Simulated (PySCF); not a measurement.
# SiH4: NMR shifts at several levels of theory, part 2 of 2

PySCF 2.14.0. Atoms count from 0. Earlier steps stand in the parts before.

**9. Nuclear shieldings: KT2/pcSseg-2**

Job settings and geometry (Å):

```
{"job": {"kind": "nmr", "xc": "KT2", "basis": "pcSseg-2", "pop": false}, "charge": 0, "multiplicity": 1}
Si     0.003515     0.001128    -0.006924
H     -0.184248     1.229932    -0.833925
H     -0.731725     0.153169     1.283613
H      1.457614    -0.196121     0.268836
H     -0.527916    -1.182398    -0.745970
```

Level: GIAO KT2/pcSseg-2 NMR shielding, non-relativistic, gas phase.

Log:

```text
coarse grid: 4104 points
cycle   1  E = -294.4004777079  dE = -2.506e-01  |g| = 1.295e-01  |ddm| = 1.388e+00
cycle   2  E = -294.4039717916  dE = -3.494e-03  |g| = 6.952e-02  |ddm| = 1.859e-01
cycle   3  E = -294.4050160829  dE = -1.044e-03  |g| = 1.720e-02  |ddm| = 7.720e-02
cycle   4  E = -294.4050968846  dE = -8.080e-05  |g| = 8.149e-04  |ddm| = 1.848e-02
cycle   5  E = -294.4050971292  dE = -2.446e-07  |g| = 2.083e-05  |ddm| = 8.347e-04
final grid: 33416 points
cycle   6  E = -294.4198439657  dE = -4.549e-05  |g| = 9.612e-03  |ddm| = 1.093e-02
cycle   7  E = -294.4198458848  dE = -1.919e-06  |g| = 5.505e-03  |ddm| = 5.780e-03
cycle   8  E = -294.4198485135  dE = -2.629e-06  |g| = 6.995e-04  |ddm| = 3.660e-03
cycle   9  E = -294.4198486798  dE = -1.663e-07  |g| = 2.846e-05  |ddm| = 8.325e-04
cycle  10  E = -294.4198486802  dE = -3.290e-10  |g| = 8.199e-07  |ddm| = 3.387e-05
converged SCF energy = -294.4198486802

GIAO shielding tensors (ppm)
atom      isotropic    diamagn.    paramagn.     s11        s22        s33       span
  0 Si     460.736     882.004    -421.268    460.688    460.743    460.778      0.090
  1 H       27.658      28.501      -0.844     25.438     25.438     32.097      6.660
  2 H       27.658      28.506      -0.848     25.438     25.438     32.097      6.659
  3 H       27.657      28.501      -0.844     25.437     25.437     32.096      6.659
  4 H       27.657      28.501      -0.844     25.437     25.438     32.096      6.659
```

Run time: 2 s. Hardware: 1 thread, shared host.

Key values: δ Si0 -109.7, H1 3.52 ppm (means over like atoms).

**10. Shielding tensors: KT3/pcSseg-2**

Job settings and geometry (Å):

```
{"job": {"kind": "nmr", "xc": "KT3", "basis": "pcSseg-2", "pop": false}, "charge": 0, "multiplicity": 1}
Si     0.003515     0.001128    -0.006924
H     -0.184248     1.229932    -0.833925
H     -0.731725     0.153169     1.283613
H      1.457614    -0.196121     0.268836
H     -0.527916    -1.182398    -0.745970
```

With the program's defaults for keys left out, this is: GIAO KT3/pcSseg-2 NMR shielding, non-relativistic, gas phase.

Log:

```text
coarse grid: 4104 points
cycle   1  E = -294.2039991950  dE = -2.587e-01  |g| = 1.250e-01  |ddm| = 1.427e+00
cycle   2  E = -294.2078362076  dE = -3.837e-03  |g| = 5.788e-02  |ddm| = 1.803e-01
cycle   3  E = -294.2087312809  dE = -8.951e-04  |g| = 1.623e-02  |ddm| = 7.344e-02
cycle   4  E = -294.2088019788  dE = -7.070e-05  |g| = 1.214e-03  |ddm| = 1.750e-02
cycle   5  E = -294.2088024493  dE = -4.705e-07  |g| = 1.507e-04  |ddm| = 1.118e-03
final grid: 33416 points
cycle   6  E = -294.2216983291  dE = -5.292e-05  |g| = 1.019e-02  |ddm| = 1.081e-02
cycle   7  E = -294.2217009002  dE = -2.571e-06  |g| = 5.188e-03  |ddm| = 4.490e-03
cycle   8  E = -294.2217026562  dE = -1.756e-06  |g| = 5.967e-04  |ddm| = 2.772e-03
cycle   9  E = -294.2217027722  dE = -1.161e-07  |g| = 3.577e-05  |ddm| = 7.105e-04
cycle  10  E = -294.2217027728  dE = -5.253e-10  |g| = 7.264e-07  |ddm| = 4.418e-05
converged SCF energy = -294.2217027728

GIAO shielding tensors (ppm)
atom      isotropic    diamagn.    paramagn.     s11        s22        s33       span
  0 Si     462.172     880.912    -418.740    462.125    462.177    462.213      0.087
  1 H       27.922      28.840      -0.919     25.762     25.762     32.241      6.478
  2 H       27.922      28.845      -0.923     25.762     25.763     32.240      6.478
  3 H       27.921      28.840      -0.919     25.761     25.762     32.239      6.478
  4 H       27.921      28.840      -0.919     25.761     25.762     32.240      6.478
```

Run time: 2 s. Hardware: 1 thread, shared host.

Key values: δ Si0 -103.9, H1 3.43 ppm (means over like atoms).

**11. Nuclear shieldings: B97-D/pcSseg-2**

Job settings and geometry (Å):

```
{"job": {"kind": "nmr", "xc": "B97-D", "basis": "pcSseg-2", "pop": false}, "charge": 0, "multiplicity": 1}
Si     0.003515     0.001128    -0.006924
H     -0.184248     1.229932    -0.833925
H     -0.731725     0.153169     1.283613
H      1.457614    -0.196121     0.268836
H     -0.527916    -1.182398    -0.745970
```

With the program's defaults for keys left out, this is: GIAO B97-D/pcSseg-2 NMR shielding, non-relativistic, gas phase.

Log:

```text
coarse grid: 4104 points
cycle   1  E = -291.8880579674  dE = -2.607e-01  |g| = 1.146e-01  |ddm| = 1.441e+00
cycle   2  E = -291.8918828188  dE = -3.825e-03  |g| = 3.658e-02  |ddm| = 1.436e-01
cycle   3  E = -291.8923236753  dE = -4.409e-04  |g| = 3.274e-03  |ddm| = 3.911e-02
cycle   4  E = -291.8923247212  dE = -1.046e-06  |g| = 6.612e-04  |ddm| = 2.403e-03
final grid: 33416 points
cycle   5  E = -291.8942905560  dE = -3.056e-05  |g| = 4.580e-03  |ddm| = 2.221e-02
cycle   6  E = -291.8942915108  dE = -9.548e-07  |g| = 1.655e-03  |ddm| = 2.983e-03
cycle   7  E = -291.8942920537  dE = -5.429e-07  |g| = 5.657e-04  |ddm| = 1.999e-03
cycle   8  E = -291.8942921434  dE = -8.967e-08  |g| = 2.666e-05  |ddm| = 5.566e-04
cycle   9  E = -291.8942921434  dE = -4.957e-11  |g| = 1.665e-06  |ddm| = 1.178e-05
converged SCF energy = -291.8942921434

GIAO shielding tensors (ppm)
atom      isotropic    diamagn.    paramagn.     s11        s22        s33       span
  0 Si     443.816     879.474    -435.659    443.768    443.821    443.858      0.090
  1 H       27.883      28.799      -0.916     25.761     25.761     32.125      6.364
  2 H       27.883      28.803      -0.920     25.761     25.761     32.125      6.364
  3 H       27.882      28.798      -0.916     25.760     25.761     32.124      6.364
  4 H       27.882      28.799      -0.917     25.760     25.761     32.124      6.364
```

Run time: 1.9 s. Hardware: 1 thread, shared host.

Key values: δ Si0 -107.3, H1 3.51 ppm (means over like atoms).

**12. Shielding tensors: B3LYP/pcSseg-2**

Job settings and geometry (Å):

```
{"job": {"kind": "nmr", "xc": "B3LYP", "basis": "pcSseg-2", "pop": false}, "charge": 0, "multiplicity": 1}
Si     0.003515     0.001128    -0.006924
H     -0.184248     1.229932    -0.833925
H     -0.731725     0.153169     1.283613
H      1.457614    -0.196121     0.268836
H     -0.527916    -1.182398    -0.745970
```

Level: GIAO B3LYP/pcSseg-2 NMR shielding, non-relativistic, gas phase.

Log:

```text
coarse grid: 4104 points
cycle   1  E = -291.9192059302  dE = -2.918e-01  |g| = 1.106e-01  |ddm| = 1.416e+00
cycle   2  E = -291.9212143791  dE = -2.008e-03  |g| = 4.353e-02  |ddm| = 9.070e-02
cycle   3  E = -291.9213512202  dE = -1.368e-04  |g| = 7.116e-03  |ddm| = 2.338e-02
cycle   4  E = -291.9213575611  dE = -6.341e-06  |g| = 1.492e-03  |ddm| = 5.611e-03
final grid: 33416 points
cycle   5  E = -291.9248386327  dE = -4.791e-06  |g| = 2.115e-03  |ddm| = 5.688e-03
cycle   6  E = -291.9248390248  dE = -3.921e-07  |g| = 1.641e-03  |ddm| = 3.204e-03
cycle   7  E = -291.9248395157  dE = -4.909e-07  |g| = 2.488e-05  |ddm| = 1.297e-03
cycle   8  E = -291.9248395158  dE = -9.680e-11  |g| = 9.999e-06  |ddm| = 2.936e-05
converged SCF energy = -291.9248395158

GIAO shielding tensors (ppm)
atom      isotropic    diamagn.    paramagn.     s11        s22        s33       span
  0 Si     433.965     878.060    -444.095    433.915    433.971    434.008      0.093
  1 H       27.849      28.612      -0.763     25.673     25.673     32.200      6.527
  2 H       27.849      28.615      -0.767     25.673     25.673     32.200      6.527
  3 H       27.848      28.611      -0.764     25.672     25.673     32.199      6.527
  4 H       27.848      28.612      -0.764     25.672     25.673     32.199      6.527
```

Run time: 1.4 s. Hardware: 1 thread, shared host.

Key values: δ Si0 -109.4, H1 3.54 ppm (means over like atoms).

**13. NMR shieldings: PBE0/pcSseg-2**

Job settings and geometry (Å):

```
{"job": {"kind": "nmr", "xc": "PBE0", "basis": "pcSseg-2", "pop": false}, "charge": 0, "multiplicity": 1}
Si     0.003515     0.001128    -0.006924
H     -0.184248     1.229932    -0.833925
H     -0.731725     0.153169     1.283613
H      1.457614    -0.196121     0.268836
H     -0.527916    -1.182398    -0.745970
```

With the program's defaults for keys left out, this is: GIAO PBE0/pcSseg-2 NMR shielding, non-relativistic, gas phase.

Log:

```text
coarse grid: 4104 points
cycle   1  E = -291.7574302079  dE = -2.975e-01  |g| = 9.799e-02  |ddm| = 1.412e+00
cycle   2  E = -291.7588957048  dE = -1.465e-03  |g| = 3.668e-02  |ddm| = 8.258e-02
cycle   3  E = -291.7589773918  dE = -8.169e-05  |g| = 5.614e-03  |ddm| = 1.901e-02
cycle   4  E = -291.7589817556  dE = -4.364e-06  |g| = 1.127e-03  |ddm| = 5.208e-03
final grid: 33416 points
cycle   5  E = -291.7630470050  dE = -1.085e-05  |g| = 1.625e-03  |ddm| = 8.295e-03
cycle   6  E = -291.7630471693  dE = -1.643e-07  |g| = 9.123e-04  |ddm| = 1.746e-03
cycle   7  E = -291.7630472823  dE = -1.130e-07  |g| = 7.253e-05  |ddm| = 6.588e-04
cycle   8  E = -291.7630472832  dE = -8.884e-10  |g| = 4.507e-06  |ddm| = 6.489e-05
converged SCF energy = -291.7630472832

GIAO shielding tensors (ppm)
atom      isotropic    diamagn.    paramagn.     s11        s22        s33       span
  0 Si     447.114     878.505    -431.391    447.065    447.120    447.158      0.093
  1 H       27.670      28.492      -0.822     25.430     25.430     32.149      6.719
  2 H       27.670      28.495      -0.826     25.430     25.430     32.149      6.719
  3 H       27.669      28.491      -0.822     25.429     25.429     32.148      6.719
  4 H       27.669      28.492      -0.823     25.429     25.430     32.148      6.719
```

It took 1.4 s on 1 thread, shared host.

Key values: δ Si0 -105.8, H1 3.58 ppm (means over like atoms).

**14. Shielding tensors: mPW1PW91/pcSseg-2**

Job settings and geometry (Å):

```
{"job": {"kind": "nmr", "xc": "mPW1PW91", "basis": "pcSseg-2", "pop": false}, "charge": 0, "multiplicity": 1}
Si     0.003515     0.001128    -0.006924
H     -0.184248     1.229932    -0.833925
H     -0.731725     0.153169     1.283613
H      1.457614    -0.196121     0.268836
H     -0.527916    -1.182398    -0.745970
```

With the program's defaults for keys left out, this is: GIAO mPW1PW91/pcSseg-2 NMR shielding, non-relativistic, gas phase.

Log:

```text
coarse grid: 4104 points
cycle   1  E = -291.9004041428  dE = -2.987e-01  |g| = 9.442e-02  |ddm| = 1.410e+00
cycle   2  E = -291.9018992952  dE = -1.495e-03  |g| = 3.447e-02  |ddm| = 8.447e-02
cycle   3  E = -291.9019753894  dE = -7.609e-05  |g| = 6.006e-03  |ddm| = 1.940e-02
cycle   4  E = -291.9019800918  dE = -4.702e-06  |g| = 1.047e-03  |ddm| = 5.318e-03
final grid: 33416 points
cycle   5  E = -291.9054924384  dE = -8.806e-06  |g| = 9.332e-04  |ddm| = 9.975e-03
cycle   6  E = -291.9054925082  dE = -6.976e-08  |g| = 4.788e-04  |ddm| = 1.216e-03
cycle   7  E = -291.9054925436  dE = -3.543e-08  |g| = 6.954e-05  |ddm| = 3.880e-04
cycle   8  E = -291.9054925443  dE = -6.802e-10  |g| = 1.690e-06  |ddm| = 5.166e-05
converged SCF energy = -291.9054925443

GIAO shielding tensors (ppm)
atom      isotropic    diamagn.    paramagn.     s11        s22        s33       span
  0 Si     444.703     878.584    -433.880    444.654    444.709    444.747      0.093
  1 H       27.729      28.569      -0.840     25.505     25.505     32.176      6.671
  2 H       27.729      28.572      -0.843     25.505     25.505     32.176      6.670
  3 H       27.728      28.568      -0.840     25.504     25.505     32.175      6.671
  4 H       27.728      28.568      -0.840     25.504     25.505     32.175      6.670
```

Run time: 1.4 s. Hardware: 1 thread, shared host.

Key values: δ Si0 -104.7, H1 3.56 ppm (means over like atoms).

**15. Comparing the runs: NMR shifts**

Shifts (ppm), means over like atoms, with basis size and wall time:

```csv
run,H1,Si0,functions,time
HF/pcSseg-2,3.53,-91.7,99,0.6 s
LDA/pcSseg-2,3.66,-123.6,99,1.5 s
PBE/pcSseg-2,3.59,-113.3,99,1.9 s
BLYP/pcSseg-2,3.55,-115.3,99,1.8 s
BP86/pcSseg-2,3.60,-111.4,99,1.8 s
OPBE/pcSseg-2,3.56,-102.4,99,2.1 s
KT2/pcSseg-2,3.52,-109.7,99,2 s
KT3/pcSseg-2,3.43,-103.9,99,2 s
B97-D/pcSseg-2,3.51,-107.3,99,1.9 s
B3LYP/pcSseg-2,3.54,-109.4,99,1.4 s
PBE0/pcSseg-2,3.58,-105.8,99,1.4 s
mPW1PW91/pcSseg-2,3.56,-104.7,99,1.4 s
measured,–,-95.6,–,–
```

Measured: C. Corminboeuf, T. Heine, J. Weber, Chem. Phys. Lett. 357 (2002) 1.

**16. Results**

What follows sums up all 2 parts.

| quantity | value |
| --- | --- |
| point group | Td |
| rotational constants (main isotopes) | 84.36, 84.35, 84.34 GHz |
| 1H shifts against TMS (HF/pcSseg-2, means over atoms taken as alike) | 3.53 ppm |
| 29Si shifts against TMS (HF/pcSseg-2) | -91.7 ppm |
| measured, and computed on the same scale | Si0 δ -95.6, -91.7 ppm |
| range of the shift of Si0 | -123.6 to -91.7 ppm |

Single values in the summary come from the first run of each kind that ended normally (HF/pcSseg-2), which need not be the best level. Over 2 steps the energy fell by 0.040 eV; of the close pairs, Si0–H1 changed most, 1.460 to 1.493 Å. No frequency check was run at this level, so the end point may be a saddle. The one measured 29Si shift is missed by +3.9 ppm (computed less measured, unscaled). Vibration, temperature and solvent are missing from the calculation, so part of the miss against the measured shifts is not the functional's. In ppm, Si0 moves most: its shift spreads over 31.9 ppm, from -123.6 (LDA/pcSseg-2) to -91.7 (HF/pcSseg-2). For the one measured 29Si shift, HF/pcSseg-2 misses least (3.9 ppm, 0.6 s) and LDA/pcSseg-2 most (28.0 ppm, 1.5 s). One molecule ranks no method: errors cancel, and vibration and temperature are missing from all runs.
